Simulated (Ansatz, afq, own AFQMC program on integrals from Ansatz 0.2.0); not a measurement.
## SiC, singlet: AFQMC among the cluster methods

```xyz
2

Si    0.0000    0.0000    0.0000
C     0.0000    0.0000    1.6358
```

Basis 6-31G. Noble-gas cores (and the filled d shells of Ga–Kr and In–Xe) are frozen. Ansatz 0.2.0 and our own AFQMC program on the same integrals; the CISD trial comes from CCSD amplitudes, and released means the phaseless constraint is let go. ± is one standard error of the sampling.

Determinant: RHF, the one that the program's search chose, which needn't be the lowest solution. The geometry is a PBE0/def2-TZVP stationary point of this or a neighbouring charge and spin state.

Full CI on the same integrals is exact in this basis and with this determinant's frozen core.

Cautions: another spin lies lower (by 136 meV); restricted determinant unstable towards unrestricted (UHF 2.10 eV lower, ⟨S²⟩ 2.11); the search met a lower determinant of the same kind, perhaps of another symmetry (158 meV lower), and this one is a saddle point; strong correlation (T1 0.091, weight of the determinant 0.71, largest double 0.21); (T) is large, 9 % of the CCSD correlation; (Q) is large, 101 meV, so the cluster series hasn't closed; the released energy hasn't reached full CI (115 meV above it at 2.40 1/Eh), so no released level is given (meV from the phaseless value at times in 1/Eh: -31 ± 19 at 0.24, -54 ± 20 at 0.51, -113 ± 20 at 0.99, -148 ± 22 at 1.62, -116 ± 29 at 2.40); CCSDTQ on the UHF determinant differs (137 meV lower), perhaps since the unrestricted series falls towards higher spin.

```
T1 diagnostic                               : 0.0905
weight of the determinant in the CISD state : 0.712
size of the correlated space                : 8 electrons in 16 orbitals
```

```tsv
level	correlation energy (eV)
MP2	-4.6902
CCSD	-5.3203
CCSD(T)	-5.7772
```

(1) Estimate where phaseless AFQMC with a CISD trial lies against CCSD(T) on the same integrals.

(1) 4.09 ± 0.45 kcal/mol above CCSD(T).

Reference: full CI, correlation energy -5.831 eV. The cautions show a poor starting determinant, so the rows tell how each method copes with it here, and full CI is the sure value.

```
        level  E − E(reference) (kcal/mol)  share of correlation (%)
      CCSD(T)                         1.24                     99.08
        CCSDT                         1.75                     98.70
     CCSDT(Q)                        -0.58                    100.43
       CCSDTQ                         0.31                     99.77
ph-AFQMC/CISD                  5.34 ± 0.45                     96.03
```

CCSDT and higher add their correlation energy to the determinant of the CCSD(T) run, since their own runs factorise the integrals more tightly (a shift of under 2 meV). A walk keeps the symmetry of its determinant, which the program's search chose and which needn't be the lowest solution, so a lower state of the same spin and another symmetry isn't excluded.
